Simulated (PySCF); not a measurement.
Geometries of 2 isomers of C3H4FN, from PBE0-D3(BJ)/def2-SVP geometry optimisation, gas phase in PySCF. One conformer each, no zero-point energy, no frequencies.

Question: Which isomer lies lower at this level?
A.
```xyz
9
angstrom
C     -0.918   -0.215    0.384
C      0.243    0.485   -0.288
F      0.621    1.581    0.444
C      1.402   -0.409   -0.448
N      2.299   -1.128   -0.570
H     -1.757    0.488    0.481
H     -0.624   -0.562    1.384
H     -1.244   -1.080   -0.211
H     -0.044    0.835   -1.296
```
B.
```xyz
9
angstrom
N      1.994    0.914    0.590
C      1.024    0.268    0.074
C     -0.356    0.665    0.327
C     -1.419    0.029   -0.172
F     -1.313   -1.041   -0.951
H      2.884    0.496    0.304
H      1.154   -0.612   -0.582
H     -0.521    1.537    0.964
H     -2.459    0.316    0.009
```

Answer: A. That is `C[C@@H](F)C#N`, 11.2 kcal/mol below the other.

```tsv
SMILES	atoms numbered as above	E (Eh)	relative (kcal/mol)	relative (kJ/mol)	dipole (D)
C[C@@H](F)C#N	[CH3:1][C@@H:2]([F:3])[C:4]#[N:5]	-270.79209	0.0	0.0	3.49
[H]/N=C/C=C\F	[H]/[N:1]=[CH:2]/[CH:3]=[CH:4]\[F:5]	-270.77421	11.2	46.9	1.18
```

As drawn, the lower has a C≡N group, which the higher lacks; the higher has a C=N bond, an N–H bond and a C=C bond outside aromatic rings, which the lower lacks.
